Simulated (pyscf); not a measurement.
Thermochemistry of product channels of digermane (H₃Ge–GeH₃) + hydrogen chloride (HCl) on the singlet surface, in kcal/mol, from ωB97M-D3(BJ)/def2-TZVP energies (ideal gas, 1 atm, RRHO with modes under 100 cm⁻¹ raised to 100, one conformer, R ln 2 for chiral ones without a mode under 150 cm⁻¹). Single points on ωB97X-D3(BJ)/def2-SVP structures (PySCF, gas phase).

```csv
products,ΔE,ΔH(298 K),ΔG(900 K),ΔG(1200 K)
Cl–GeH₃ + germane (GeH₄),-10.6,-10.5,-8.4,-7.2
Cl–GeH₂–GeH₃ + hydrogen (H₂),-11.8,-12.8,-11.7,-11.8
```

These are energies of the channels, which say nothing of barriers. Elements up to Kr have no core potential and no relativistic terms here.
